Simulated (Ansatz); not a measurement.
Saddle point of CH₄FS, doublet (CH₂F ([CH2][F]) + H₂S → CH₃F ([CH3][F]) + HS; bonds formed: H1–C3; bonds broken: H1–S2), PBE0-D4/def2-TZVP structure:

H1  (0.323, -0.595, 0.031)
S2  (1.506, -1.348, 0.420)
C3  (-0.865, 0.371, -0.318)
F4  (-0.491, 1.576, 0.112)
H5  (2.078, -0.227, 0.885)
H6  (-0.885, 0.288, -1.401)
H7  (-1.666, -0.066, 0.273)
(Å)

Energies are electronic, without zero-point energy. Barriers and step energies count from the start structure reached by relaxing down the imaginary mode; all methods use the PBE0-D4 structures, on which another method's saddle can fall below an end. Program: Ansatz 0.2.0. Basis: def2-TZVPP, with def2-QZVPP for the basis limit. Cores are frozen in the correlated methods; orbitals are unrestricted. B3LYP uses VWN-RPA correlation. Extrapolation: Hartree–Fock as exp(−7.88 √X), correlation as X^−2.97.

```tsv
method	barrier (kcal/mol)	step energy (kcal/mol)
SPW92	-4.69	-8.83
PBE-D4	?	-10.45
BLYP-D4	0.71	-12.03
r2SCAN-D4	1.82	-10.12
B97M-V	3.29	-12.35
PBE0-D4	2.31	-11.96
B3LYP-D4	2.77	-13.20
r2SCAN0-D4	3.77	-11.40
BHLYP-D4	?	-14.96
CAM-B3LYP-D4	4.37	-13.74
wB97X-V	4.66	-13.41
wB97M-V	5.40	-13.06
B2PLYP	?	-14.03
PBE-QIDH	4.96	-13.48
RPA on PBE	6.07	-17.02
HF	13.51	-16.78
MP2	6.55	-14.77
CCSD	7.27	-15.37
CCSD(T)	6.02	-14.77
```

Problem. Fill in the withheld barriers. (To be estimated.)

Solution. By the calculation: PBE-D4 -0.46; B2PLYP 4.68; BHLYP-D4 5.88 kcal/mol. Each is the energy of the saddle less that of the start structure, by the same method.

For comparison, the barrier by CCSD(T) at an estimated basis limit (MP2 extrapolated from triple and quadruple zeta, plus CCSD(T) − MP2 in triple zeta) is 5.69 kcal/mol.

No T1 diagnostic of these runs exceeds 0.016. ⟨S²⟩ of the unrestricted Hartree–Fock references: 0.76 to 0.79 (a pure state has 0.75).

Labels in which every atom is bracketed show which atoms are joined, not bond orders.

For scale, one of the runs: CCSD(T)/def2-TZVPP, 160 basis functions, launched by `ansatz run in.yaml --threads 4 --pin off --events-out ev --progress --plain --max-ram 9574MiB`. The run took 80 s on 4 CPU threads of an Arm Neoverse N1 (shared host), with 2.9 GiB of host memory at its peak.
